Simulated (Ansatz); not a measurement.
Frontier orbitals of `C/N=C(\F)OC`.

```xyz
12

C    -0.966    1.121    1.418
N    -0.114    0.384    0.520
C    -0.594   -0.245   -0.442
F    -1.887   -0.319   -0.756
O     0.079   -0.955   -1.329
C     1.488   -0.983   -1.138
H    -0.826    0.745    2.434
H    -2.030    1.069    1.170
H    -0.660    2.170    1.421
H     1.880   -1.601   -1.943
H     1.732   -1.413   -0.166
H     1.899    0.027   -1.190
```

The species carries charge 0 and has multiplicity 1. The structure was optimised at the PBE0-D4/def2-TZVP level. Basis def2-TZVPP, the Gaussian-basis code of Ansatz.

Orbital energies of one run (eV). Highest occupied ones, from the top: -10.41, -10.78, -12.85, -13.28, -14.39, -15.03, -15.16, -15.75, -15.93, -17.46, -17.85, -18.76, -20.00, -22.96. Empty: 3.54, 3.63, 4.03, 4.55, 5.21, 5.53.

Q: Which functional gave them?
A. ωB97M-V
B. CAM-B3LYP
C. PBE
D. LC-ωPBE

A: D. HOMO energies: LC-ωPBE -10.41, CAM-B3LYP -9.08, PBE -6.31, ωB97M-V -9.97 eV.

LC-ωPBE has ω = 0.4 bohr⁻¹.
